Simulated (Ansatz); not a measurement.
Born–Oppenheimer molecular dynamics of BH4NO (7 atoms, charge 0, multiplicity 1). It starts from a relaxed structure.

Theory: Ansatz 0.2.0, RKS PBE0/def2-SVP.

```yaml
ensemble: NVT, Nosé–Hoover chain
time_step: 0.5 fs
steps_asked: 100
set_temperature: 500 K
thermostat: time constant 100 fs, chain length 3 (defaults)
seed: 952484
```

First frame:

```xyz
7
Properties=species:S:1:pos:R:3
B 0.014 -0.046 0.036
N -0.026 -0.045 1.442
H -0.841 -0.263 2.002
H 0.789 0.185 1.993
H 1.050 0.233 -0.524
O -1.053 -0.347 -0.761
H -1.855 -0.564 -0.276
```

Problem. How far do the bonds stretch over the last three quarters of this one trajectory? (Pairs bonded in most of those frames.)

Solution. 
```csv
bond,mean (Å),spread (Å),shortest,longest
B1–N2,1.416,0.030,1.37,1.46
B1–H5,1.212,0.006,1.20,1.22
B1–O6,1.365,0.012,1.34,1.38
N2–H3,1.017,0.031,0.97,1.06
N2–H4,1.016,0.029,0.97,1.06
O6–H7,0.965,0.010,0.95,0.98
```

Mean temperature of the second half: 285 K. The conserved energy stayed within 0.43 meV per atom of its start (net change 0.2 meV per atom), so the integration is sound. The mean temperature of the second half is 43 % below the set value. A run of 0.05 ps of so small a system gives no equilibrium averages.

The run took 2.2 min on 1 thread of Arm Neoverse V1, on a shared host, peak memory 0.1 GiB.
